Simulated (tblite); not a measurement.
Compound: C2H3Cl2O (doublet state).
Z-matrix (Å and degrees, GFN2-xTB geometry), rows numbered from 1:
```
O 
C   1  1.2943
C   2  1.5503  1  115.87
Cl  3  1.7775  2  110.13  1   128.26
Cl  3  1.7765  2  109.52  1  -111.12
H   2  1.1222  1  111.84  3  -125.05
H   2  1.1223  1  111.45  3   124.17
H   3  1.0922  2  110.79  1     8.30
```

The geometry is computed with GFN2-xTB (gas phase). This method treats the open shell by occupation alone, without spin polarisation.

Masses are those of the commonest isotopes; rigid-rotor values at the optimised geometry. The values belong to one conformer with, in the numbering `[O:1][CH2:2][CH:3]([Cl:4])[Cl:5]`, O1–C2–C3–Cl4 128°.

(1) What are A, B and C (GHz)?

(2) Classify the top.

(3) Is it planar, by Δ = Ic − Ia − Ib?

(4) Give the coordinates in the principal-axis frame, origin at the centre of mass.

Results:

(1) Ia = 157.53, Ib = 190.26, Ic = 328.24 u·Å²; 505379 MHz·u·Å²/I gives 3208, 2656 and 1540 MHz, that is A = 3.2080, B = 2.6562, C = 1.5396 GHz.

(2) An asymmetric top: κ = (2 × 2656 − 3208 − 1540)/(3208 − 1540) = 0.34.

(3) Not planar: Δ = Ic − Ia − Ib = -19.55 u·Å². For a rigid frame Δ = −2 Σ m c², so Σ m c² = 9.78 u·Å² lies off the ab plane: 4.87 from hydrogen and 4.91 from heavier atoms. The atom farthest from that plane is 1.43 Å away.

(4) The sense of each axis is arbitrary; atoms in the order of the calculation.
```json
{"atom": "O1", "mass (u)": "15.995", "a (Å)": "-2.458", "b (Å)": "0.406", "c (Å)": "-0.222"}
{"atom": "C2", "mass (u)": "12.000", "a (Å)": "-1.358", "b (Å)": "0.334", "c (Å)": "0.457"}
{"atom": "C3", "mass (u)": "12.000", "a (Å)": "-0.075", "b (Å)": "0.042", "c (Å)": "-0.363"}
{"atom": "Cl4", "mass (u)": "34.969", "a (Å)": "1.179", "b (Å)": "1.243", "c (Å)": "0.015"}
{"atom": "Cl5", "mass (u)": "34.969", "a (Å)": "0.521", "b (Å)": "-1.585", "c (Å)": "0.028"}
{"atom": "H6", "mass (u)": "1.008", "a (Å)": "-1.429", "b (Å)": "-0.417", "c (Å)": "1.288"}
{"atom": "H7", "mass (u)": "1.008", "a (Å)": "-1.184", "b (Å)": "1.267", "c (Å)": "1.057"}
{"atom": "H8", "mass (u)": "1.008", "a (Å)": "-0.282", "b (Å)": "0.084", "c (Å)": "-1.434"}
```

For this open shell read J as N, the rotation without spin; fine and hyperfine splittings come on top. Its GFN2-xTB frequencies are all real (lowest 22 cm⁻¹). Constants of a rigid frame at the computed geometry: no zero-point averaging, no centrifugal distortion.
